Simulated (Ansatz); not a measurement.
## C2H6B, SMILES C[B]C: a single point in a Gaussian basis

Program: Ansatz 0.2.0 through its Python package.

`energy_c2h6b.py`
```python
"""Single point of C2H6B."""

from pathlib import Path
import argparse

import ansatz as az
from ase import Atoms

parser = argparse.ArgumentParser(description="Single point of C2H6B.")
parser.add_argument("--basis", default="aug-cc-pVDZ", help="Gaussian basis set")
parser.add_argument("--xc", required=True, help="exchange-correlation functional")
args = parser.parse_args()


def main() -> None:
    atoms = Atoms(["C", "B", "C", "H", "H", "H", "H", "H", "H"], positions=[
        (-0.6225, 0.8721, -0.7704),
        (0.6754, 0.164, -0.4205),
        (0.6805, -0.9134, 0.7266),
        (-1.362, 0.1874, -1.0983),
        (-0.4833, 1.6204, -1.6312),
        (-1.0367, 1.4911, 0.103),
        (0.0401, -1.7393, 0.5035),
        (1.7802, -1.3025, 0.8294),
        (0.4168, -0.426, 1.7408),
    ])
    system = az.Crystal.molecule_from_ase(atoms)

    calculation = (
        system.calculation()
        .basis(gaussian=args.basis)
        .functional(args.xc)
        .spin("collinear", total=1)
        .orbitals()
    )
    done = calculation.run(threads=1, runs_dir="runs")
    rep = done.report

    print(f"E = {rep['free_energy_ev']:.6f} eV = {rep['free_energy_ev'] / 27.211386246:.7f} Ha")
    print("converged:", rep["converged"], " doubts:", rep["published_state_doubts"] or "none")

    field = rep["mean_field"]
    print("<S^2> =", round(abs(field["state"]["spin_squared"]), 4), " all-electron relativity setting:", field["relativity"])
    print("passes:", field["passes"])
    if "symmetry" in field:
        print("occupied orbitals by irrep:", field["symmetry"]["occupied"])

    lines = Path(rep["orbitals_path"]).read_text().splitlines()
    field_of = lambda key: [line.split("=")[1].strip() for line in lines if line.startswith(key)]
    orbitals = [(27.211386 * float(e), s, float(n)) for e, s, n in zip(field_of("Ene="), field_of("Spin="), field_of("Occup="))]
    homo = max(e for e, _, n in orbitals if n > 0.5)
    lumo = min(e for e, _, n in orbitals if n < 0.5)
    for e, spin, n in sorted(orbitals):
        if homo - 15 < e < lumo + 5:
            print(f"{spin:6s} {e:10.3f} eV  occupation {n:.0f}")


if __name__ == "__main__":
    main()
```

```console
$ python energy_c2h6b.py --xc b3lyp
E = -2846.401336 eV = -104.6033197 Ha
converged: True  doubts: none
<S^2> = 0.7515  all-electron relativity setting: none
passes: {'evaluations': 15, 'products': 21}
occupied orbitals by irrep: [{'A': 12}, {'A': 11}]
Alpha     -19.656 eV  occupation 1
Beta      -19.505 eV  occupation 1
Alpha     -18.531 eV  occupation 1
Beta      -18.458 eV  occupation 1
Alpha     -12.085 eV  occupation 1
Beta      -11.711 eV  occupation 1
Alpha     -11.624 eV  occupation 1
Beta      -11.535 eV  occupation 1
Alpha     -11.080 eV  occupation 1
Alpha     -10.947 eV  occupation 1
Beta      -10.893 eV  occupation 1
Beta      -10.820 eV  occupation 1
Alpha     -10.471 eV  occupation 1
Beta      -10.359 eV  occupation 1
Alpha      -8.725 eV  occupation 1
Beta       -8.547 eV  occupation 1
Alpha      -5.087 eV  occupation 1
Beta       -1.566 eV  occupation 0
Alpha      -1.375 eV  occupation 0
Beta       -0.852 eV  occupation 0
Alpha      -0.247 eV  occupation 0
Beta       -0.064 eV  occupation 0
Beta        0.270 eV  occupation 0
Alpha       0.273 eV  occupation 0
Alpha       0.408 eV  occupation 0
Beta        0.416 eV  occupation 0
Alpha       0.484 eV  occupation 0
Beta        0.562 eV  occupation 0
Beta        1.120 eV  occupation 0
Alpha       1.132 eV  occupation 0
Beta        1.243 eV  occupation 0
Alpha       1.256 eV  occupation 0
Alpha       1.281 eV  occupation 0
Beta        1.429 eV  occupation 0
Alpha       1.603 eV  occupation 0
Beta        1.689 eV  occupation 0
Alpha       1.829 eV  occupation 0
Beta        1.949 eV  occupation 0
Alpha       2.045 eV  occupation 0
Beta        2.070 eV  occupation 0
Alpha       2.379 eV  occupation 0
Beta        2.391 eV  occupation 0
Alpha       2.911 eV  occupation 0
Beta        2.977 eV  occupation 0
Alpha       3.090 eV  occupation 0
Beta        3.097 eV  occupation 0
Alpha       3.113 eV  occupation 0
Beta        3.121 eV  occupation 0
Beta        3.182 eV  occupation 0
Alpha       3.218 eV  occupation 0
```

Notes:
- Total energies depend on the basis set; only differences at equal settings carry meaning.
- The geometry is a force-field or estimated start, not a minimum of this method, and the basis set is short of its limit.
- The run takes the species as open-shell (spin multiplicity 2), which needn't be its ground state.
- Levels such as HOMO and LUMO are orbital energies: with these approximate functionals they aren't the ionisation energy and electron affinity, and their gap isn't the fundamental gap.
- Run time: 6.7 s on 1 thread of Arm Neoverse V1, with other jobs on the host, peak memory 0.31 GiB.
